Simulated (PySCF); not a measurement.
**Solver options tried on AlS**

Aim: find out which solver settings change the answer for AlS.

Program: PySCF 2.14.0. Level of theory: each script names its method and basis. These are calculated values, not measurements.

1 further run of the same task is left out (it didn't finish).

**1. Starting geometry**

AlS: 2 atoms, charge 0, spin multiplicity 2.

Bond lengths: Al1–S2 2.256 Å.

**2. The run that the others are compared with**

Contents of input.py:

```python
from pyscf import gto, scf
from pyscf.geomopt.geometric_solver import optimize

mol = gto.M(
    atom='Al 0 0 0; S 0 0 2.256',
    basis='cc-pvdz-dk',
    charge=0,
    spin=1,
    verbose=4,
)
mf = scf.UHF(mol)
mf = mf.sfx2c1e()
mf = mf.density_fit(auxbasis='def2-universal-jkfit')
mf.kernel()
mol_eq = optimize(mf, maxsteps=30)
print('optimised geometry (angstrom)')
print(mol_eq.tostring('raw'))
print('orbital energies (hartree):', [e[max(0, n-3):n+3].round(4) for e, n in zip(mf.mo_energy, mol.nelec)])
```

On the command line:

```console
> python input.py
```

Its log is not repeated here.

Base result: at the starting geometry E(SCF) = -640.960203 Eh, 14 cycles, ⟨S²⟩ = 0.810, optimised bond 2.043 Å in 7 steps; the optimisation lowers the energy by 0.252 eV.

**3. Convergence threshold 0.001 hartree**

Run 1 changes convergence threshold: default → 0.001 hartree.

Contents of input.py:

```python
from pyscf import gto, scf
from pyscf.geomopt.geometric_solver import optimize

mol = gto.M(
    atom='Al 0 0 0; S 0 0 2.256',
    basis='cc-pvdz-dk',
    charge=0,
    spin=1,
    verbose=4,
)
mf = scf.UHF(mol)
mf = mf.sfx2c1e()
mf = mf.density_fit(auxbasis='def2-universal-jkfit')
mf.conv_tol = 0.001
mf.kernel()
mol_eq = optimize(mf, maxsteps=30)
print('optimised geometry (angstrom)')
print(mol_eq.tostring('raw'))
print('orbital energies (hartree):', [e[max(0, n-3):n+3].round(4) for e, n in zip(mf.mo_energy, mol.nelec)])
```

On the command line:

```console
> python input.py
```

**4. Damping 0.8**

Run 2 changes damping: none → 0.8.

input.py: that of step 2 with these lines changed.

```diff
@@ -13,2 +13,4 @@
 mf = mf.density_fit(auxbasis='def2-universal-jkfit')
+mf.damp = 0.8
+mf.diis_start_cycle = 8
 mf.kernel()
```

**5. Second-order solver on**

Run 3 changes second-order solver: off → on.

input.py: that of step 2 with these lines changed.

```diff
@@ -13,2 +13,3 @@
 mf = mf.density_fit(auxbasis='def2-universal-jkfit')
+mf = mf.newton()
 mf.kernel()
```

**6. Point-group symmetry on**

Run 4 changes point-group symmetry: off → on.

input.py: that of step 2 with these lines changed.

```diff
@@ -8,2 +8,3 @@
     spin=1,
+    symmetry=True,
     verbose=4,
```

**7. DIIS space 2**

Run 5 changes DIIS space: default → 2.

input.py: that of step 2 with these lines changed.

```diff
@@ -13,2 +13,3 @@
 mf = mf.density_fit(auxbasis='def2-universal-jkfit')
+mf.diis_space = 2
 mf.kernel()
```

**Question.** What will these runs give? Wanted: for each run, E(SCF); from base; gap, α spin; after the SCF.

As calculated:

| run | E(SCF) (hartree) | from base (eV) | cycles | gap, α spin (eV) | after the SCF |
| --- | --- | --- | --- | --- | --- |
| base | -640.960203 | 0 | 14 | 10.15 | bond 2.043 Å, -0.252 eV |
| convergence threshold 0.001 hartree | -640.959968 | not comparable | 5 | 9.90 | bond 2.044 Å, -0.259 eV |
| damping 0.8 | -640.960203 | 0.0000 | 19 | 10.15 | bond 2.043 Å, -0.252 eV |
| second-order solver on | -640.960203 | 0.0000 | 4 macro | 10.15 | bond 2.043 Å, -0.252 eV |
| point-group symmetry on | -640.960203 | 0.0000 | 14 | 10.15 | bond 2.043 Å, -0.252 eV |
| DIIS space 2 | -640.960203 | 0.0000 | 29 | 10.15 | bond 2.043 Å, -0.252 eV |

SCF columns refer to the geometry typed in the script.

Distance from each run's final energy (log10 hartree) by cycle:

| run | cycle 1 | cycle 2 | cycle 3 | cycle 5 | cycle 8 | cycle 12 |
| --- | --- | --- | --- | --- | --- | --- |
| base | -1.0 | -1.3 | -2.4 | -3.5 | -5.3 | -8.4 |
| convergence threshold 0.001 hartree | -1.0 | -1.3 | -2.5 | -3.9 | done | done |
| damping 0.8 | -1.0 | -1.3 | -1.6 | -2.0 | -2.8 | -4.5 |
| second-order solver on | -2.6 | -6.9 | < -11 | done | done | done |
| point-group symmetry on | -1.0 | -1.3 | -2.4 | -3.5 | -5.3 | -8.4 |
| DIIS space 2 | -1.0 | -1.3 | -2.4 | -3.5 | -4.0 | -4.9 |

In words: The SCF energy stays the same, to the digits that matter, with damping 0.8 or second-order solver on or point-group symmetry on or DIIS space 2. The base needs 14 cycles and the run with DIIS space 2 needs 29. Rows marked «poor choice» come from settings spoiled on purpose.
